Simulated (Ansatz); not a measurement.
C4H7FO can be A, `CC/C=C(/O)F`, or B, `FC1CCCO1`.

Isolated molecules relaxed with PBE0-D4/def2-TZVP in Ansatz; ΔE leaves out vibrations. CBS: MP2 limit from def2 TZ/QZ plus the TZ coupled-cluster correction, frozen cores. Functionals use def2-TZVPP. B3LYP here is the variant with VWN-RPA as its local correlation; programs differ in this. One conformer a species, not always the lowest.

(1) Which isomer does CCSD(T)/CBS put lower? Give the gap. (Estimate.)

(2) Give E(B) − E(A) in kcal/mol with B3LYP-D4, ωB97M-V, CCSD(T)/def2-TZVPP, PBE0-D4, MP2/def2-TZVPP, CCSD/def2-TZVPP, B3LYP. (An estimate is asked.)

Largest T1 diagnostic: 0.011.

Results:

(1) Computed: B, by 12.0 kcal/mol.

(2) Ansatz gave: B3LYP-D4 -9.1, ωB97M-V -12.1, CCSD(T)/def2-TZVPP -12.4, PBE0-D4 -12.5, MP2/def2-TZVPP -12.8, CCSD/def2-TZVPP -12.8, B3LYP -7.9. None reverses the order clearly.

The D4 term adds −1.1 kcal/mol with B3LYP and −0.5 kcal/mol with PBE0; it sums over pairs of atoms, weighted by their polarisabilities, and B3LYP, whose exchange is more repulsive, gets the larger term. From PBE to PBE0 (25 % exact exchange), in def2-TZVPP and without D4, E(B) − E(A) moves by −2.8 kcal/mol.
